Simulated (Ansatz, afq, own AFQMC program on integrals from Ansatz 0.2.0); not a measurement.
**AlNH3, quartet in cc-pVTZ, levels against CCSDT(Q)**

```csv
atom,x (Å),y (Å),z (Å)
Al,-1.0660,0.0000,0.0000
H,-1.8589,1.3734,0.0000
H,-1.8589,-1.3734,0.0000
H,0.9170,0.0000,0.0000
N,2.2550,0.0000,0.0000
```

Connectivity, by distances: AlH2 ··· N ··· H.

Basis cc-pVTZ. Noble-gas cores (and the filled d shells of Ga–Kr and In–Xe) are frozen. AFQMC by an in-house program on the Cholesky factors that Ansatz 0.2.0 writes for its CCSD(T) run. The CISD trial takes its coefficients from CCSD amplitudes. Released means that phaseless walkers are propagated on without the constraint, phases kept. Error bars are statistical, one sigma.

Determinant: UHF, the one that the program's search chose, which needn't be the lowest solution. The geometry is a point of a scan.

No full CI on the walks' own integrals is used here; CCSDT(Q) serves as the reference and is uncertain by about the last step of the cluster series.

Cautions: lower spins were not checked; unrestricted determinant slightly spin contaminated (⟨S²⟩ 3.83 against 3.75); the released energies are still falling, so no released level is given (meV from the phaseless value at times in 1/Eh: -6 ± 4 at 0.24, -7 ± 4 at 0.51, -13 ± 4 at 0.99, -17 ± 5 at 1.62, -23 ± 7 at 2.40), though the last usable value meets CCSDT(Q) within the noise.

```
T1 diagnostic                               : 0.0214
weight of the determinant in the CISD state : 0.879
⟨S²⟩ of the determinant                     : 3.826
size of the correlated space                : 11 electrons in 100 orbitals
```

Reference: CCSDT(Q), correlation energy -7.058 eV.

```
        level  E − E(reference) (meV)  share of correlation (%)
           HF                  7057.5                      0.00
          MP2                  1382.4                     80.41
         CCSD                   226.9                     96.78
      CCSD(T)                    42.0                     99.40
        CCSDT                     7.6                     99.89
ph-AFQMC/CISD              13.5 ± 5.4                     99.81
```

A walk keeps the symmetry of its determinant, which the program's search chose and which needn't be the lowest solution, so a lower state of the same spin and another symmetry isn't excluded.
